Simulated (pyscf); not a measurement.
## Routes from `[NH2][SiH]([F])[F]` + `[H][H]`

Candidate steps break at most two bonds and form at most two. Each was searched with GFN2-xTB (tblite) first. PySCF, gas phase, ωB97X-D3(BJ)/def2-SVP geometries. Energies: ωB97M-D3(BJ)/def2-TZVP, kcal/mol, from the separated reactants, singlet surface; ΔG‡ with ideal gas, 1 atm, RRHO with modes under 100 cm⁻¹ raised to 100, one conformer, R ln 2 for chiral ones without a mode under 150 cm⁻¹.

```
products                         type   ΔE‡     ΔE  ΔG‡ 298 K  ΔG‡ 900 K  ν‡ (cm⁻¹)
---------------  --------------------  ----  -----  ---------  ---------  ---------
F–SiH₂–F + NH₃   four-centre exchange  47.6  +14.0       58.0       77.9      1498i
H₂N–SiH₂–F + HF  four-centre exchange  54.5  +33.2       65.2       85.0      1021i
```

Row 1: On the product side the descent ends in an adduct with a N–Si contact (not fully relaxed), 8.4 kcal/mol under the separated species and 41.9 kcal/mol under the saddle at ωB97X-D3(BJ)/def2-TZVP. Row 2: On the product side the descent ends in a bound adduct (not fully relaxed), 8.3 kcal/mol under the separated species and 30.0 kcal/mol under the saddle at ωB97X-D3(BJ)/def2-TZVP. 

Plain bond fissions and candidates not yet searched are not listed, and one of them may be faster. Each barrier is that of the saddle found; lower ones may exist.
